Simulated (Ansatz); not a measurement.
## H4NP, SMILES NP: a composite energy at a relaxed geometry

Computed with Ansatz's Python interface.

Script `run_composite.py`:
```python
"""Relax H4NP cheaply, then refine its energy."""

import itertools
import warnings

import ansatz as az
from ase.data import atomic_numbers, covalent_radii
import numpy as np

params = {
    "basis_set": "def2-SVP",
    "functional": "r2SCAN",
    "vdw": "d4",
}

GEOMETRY = """
N     0.30000   -0.81850    0.09260
P    -0.57520    0.70100   -0.10620
H     0.02950   -1.40490   -0.71090
H     0.01700   -1.25880    0.91410
H     0.21310    1.25910   -1.16310
H     0.05760    1.45810    0.92730
"""

warnings.simplefilter("ignore", az.DeckWarning)

mol = az.Crystal.molecule()
for line in GEOMETRY.strip().splitlines():
    symbol, *xyz = line.split()
    mol = mol.atom(symbol, [float(v) for v in xyz])

base = (
    mol.calculation()
    .basis(gaussian=params["basis_set"])
    .functional(params["functional"], dispersion=params["vdw"])
)
symbols = [site.symbol for site in mol.cartesian_sites]
start = np.array([site.position_ang for site in mol.cartesian_sites], dtype=float)
summary = base.relax(force_tolerance=0.01).run(threads=1, backend="cpu").report
end = np.array(summary["positions_ang"])
# pairs closer than 1.2 times the sum of covalent radii, before or after
radius = [covalent_radii[atomic_numbers[s]] for s in symbols]
span = lambda where, i, j: np.linalg.norm(where[i] - where[j])
bonded = [(i, j) for i, j in itertools.combinations(range(len(symbols)), 2) if min(span(start, i, j), span(end, i, j)) < 1.2 * (radius[i] + radius[j])]
print("pair        before    after (A)")
for i, j in bonded:
    print(f"{symbols[i]}{i}-{symbols[j]}{j}".ljust(10), f"{span(start, i, j):8.4f} {span(end, i, j):8.4f}")
for first, second in list(itertools.combinations(bonded, 2)):
    shared = set(first) & set(second)
    if shared and symbols[(j := shared.pop())] != "H":
        i, k = sorted((set(first) | set(second)) - {j})
        u, v = end[i] - end[j], end[k] - end[j]
        angle = np.degrees(np.arccos(np.clip(u @ v / np.linalg.norm(u) / np.linalg.norm(v), -1, 1)))
        print(f"final angle {symbols[i]}{i}-{symbols[j]}{j}-{symbols[k]}{k}: {angle:.2f} deg")

minimum = az.Crystal.molecule()
for symbol, place in zip(symbols, end):
    minimum = minimum.atom(symbol, place.tolist())
at_minimum = minimum.calculation()
# MP2 extrapolated to the basis limit, plus the small-basis difference CCSD(T) - MP2
level = lambda method, basis: at_minimum.basis(gaussian=basis).correlation(method).run(threads=1, backend="cpu").report
small, large, cluster = level("mp2", "cc-pVDZ"), level("mp2", "cc-pVTZ"), level("ccsd_t", "cc-pVDZ")
corr = lambda each: (each["free_energy_ev"] - each["reference_energy_ev"]) / 27.211386246
mp2_limit = (27 * corr(large) - 8 * corr(small)) / 19
pieces = {"HF / cc-pVTZ": large["reference_energy_ev"] / 27.211386246, "MP2 correlation, DZ-TZ limit": mp2_limit, "CCSD(T) - MP2 / cc-pVDZ": corr(cluster) - corr(small)}
for name, value in pieces.items():
    print(f"{name:32s} {value:14.6f} Ha")
print(f"{'sum':32s} {sum(pieces.values()):14.6f} Ha")
print("T1 diagnostic", round(cluster["correlation"]["coupled_cluster"]["t1_diagnostic"], 4))
```

```console
$ python run_composite.py
pair        before    after (A)
N0-P1        1.7648   1.7175
N0-H2        1.0308   1.0153
N0-H3        0.9741   1.0169
P1-H4        1.4318   1.4309
P1-H5        1.4289   1.4440
final angle P1-N0-H2: 113.62 deg
final angle P1-N0-H3: 119.85 deg
final angle N0-P1-H4: 98.78 deg
final angle N0-P1-H5: 104.07 deg
final angle H2-N0-H3: 110.66 deg
final angle H4-P1-H5: 91.75 deg
HF / cc-pVTZ                        -397.548632 Ha
MP2 correlation, DZ-TZ limit          -0.410977 Ha
CCSD(T) - MP2 / cc-pVDZ               -0.041952 Ha
sum                                 -398.001561 Ha
T1 diagnostic 0.0101
```

Caveats:
- Total energies depend on the basis set; only differences at equal settings carry meaning.
- The sum leaves out core correlation, relativity, the Hartree-Fock basis error and zero-point energy; a DZ-TZ extrapolation is rough.
- Inner cores stay frozen, so this is valence correlation.
- For Al to Cl the sets with a tight d function, cc-pV(X+d)Z, are usual.
- An extrapolation from small basis sets is rough.
- Wall time of the script: 44 s on 1 thread of Arm Neoverse V1 (shared host), peak memory 0.23 GiB.
